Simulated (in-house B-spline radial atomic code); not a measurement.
# RPA and G0W0 on r2SCAN: Ne

Configuration [He] 2s2 2p6, mean-field start r2SCAN. Computed with an all-electron radial atomic-structure program (B-spline basis): all electrons, non-relativistic, point nucleus, each spin shell either full or empty, empty states to l = 9 with an (l + 1/2)⁻⁴ tail; G0W0 by contour deformation at full frequency.

Command:
```bash
python run_gw.py task.json out
```
Settings (radii: box in bohr, nucleus in fm):
```
Z                        10
electrons                10
configuration            [He] 2s2 2p6
hamiltonian              nr
method                   r2scan
lmax                     9
spin_polarised           False
box_radius               40
intervals                51
```

Time taken, with all properties: 1 s on 1 thread of Arm Neoverse N1, with other jobs on the host.

Energies (hartree):

| term | value |
| --- | --- |
| mean-field total | -128.93483 |
| Hartree-Fock functional on these orbitals | -128.54186 |
| direct second order | -0.72572 |
| second-order exchange | 0.25368 |
| SOSEX correction | 0.21958 |

(1) What is the RPA correlation energy, and what remains with SOSEX?

Quasi-particle levels (eV):

| level | occupied | mean field | Σx - vxc | Σc | QP weight | G0W0 |
| --- | --- | --- | --- | --- | --- | --- |
| 2p | yes | -13.982 | -9.50 | ? | ? | ? |

G0W0 = mean field + (Σx - vxc) + Σc, with Σc (partial-wave tail included) taken at the quasi-particle energy. Levels of low weight are left out.

(2) Where does G0W0 put 2p?

Answers

(1) RPA gives -0.58999 hartree (-1.61 eV per electron); RPA + SOSEX gives -0.37041, and the second-order doubles -0.47203 hartree (no singles). SOSEX takes back 37 % of the RPA value.

(2) At -20.731 eV, with Σc = 2.75 eV and a quasi-particle weight of 0.850. The tabulated removal energy is 21.565 eV (NIST, measured).
